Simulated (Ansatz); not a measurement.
A calculation with Ansatz (development build ahead of 0.2.0).

```yaml
crystal:
  periodic: [false, false, false]
  atoms:
    - { symbol: O, position_ang: [0.0, 0.0, -1.54755] }
    - { symbol: C, position_ang: [0.0, 0.0, -0.48362] }
    - { symbol: S, position_ang: [0.0, 0.0, 0.95513] }
basis:
  gaussian: { orbitals: cc-pVDZ }
hamiltonian:
  xc: hf
```

The input is written out in the form of the current development build from the run's settings.

The run gave:

```json
{"Converged": "yes", "Total energy": "-510.25528 hartree", "Spin squared of the determinant": "0.000"}
```

Caution: no unrestricted run beside it, a lower state can exist.
